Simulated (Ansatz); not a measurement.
`CC#CO` → `C=C=CO`  (isomerisation)

Calculated with Ansatz (gas phase, PBE0-D4/def2-TZVP geometries, no zero-point term in ΔE). CCSD(T)/CBS adds triple-zeta CCSD(T) − MP2 to the extrapolated MP2 energy (def2 sets, frozen cores). Functionals use def2-TZVPP. Each species was taken in one conformer, which may not be the lowest.

`CC#CO`:

```xyz
8

C    -1.258   -0.382   -0.498
C     0.004    0.091    0.047
C     1.046    0.480    0.494
O     2.143    0.978    1.005
H    -1.102   -0.952   -1.417
H    -1.787   -1.025    0.211
H    -1.914    0.458   -0.739
H     2.868    0.352    0.899
```

`C=C=CO`:

```xyz
8

C    -0.402    1.496   -0.073
C    -0.048    0.252   -0.221
C     0.307   -0.993   -0.380
O     0.469   -1.923    0.603
H    -1.446    1.799   -0.092
H     0.332    2.285    0.074
H     0.511   -1.404   -1.362
H     0.277   -1.511    1.452
```

Question: Is it downhill or uphill in electronic energy at CCSD(T)/CBS, and by how much? (Best estimate.)

Answer: Ansatz gave: Downhill: ΔE = -0.22 eV.

Question: What do these levels give: ωB97X-V, B2PLYP, PBE-QIDH, PBE, CCSD(T)/def2-SVP, CCSD/CBS(def2)? (Best estimate.)

Answer: Computed: ωB97X-V -0.21, B2PLYP -0.21, PBE-QIDH -0.13, PBE -0.32, CCSD(T)/def2-SVP -0.16, CCSD/CBS(def2) -0.19 eV.

Largest T1 diagnostic among the species: 0.013.

From r2SCAN to r2SCAN0 (25 % exact exchange), in def2-TZVPP and without D4, ΔE moves by +0.08 eV. At CCSD(T), def2-SVP lies +0.05 eV from the extrapolated value and def2-TZVPP −0.00 eV.
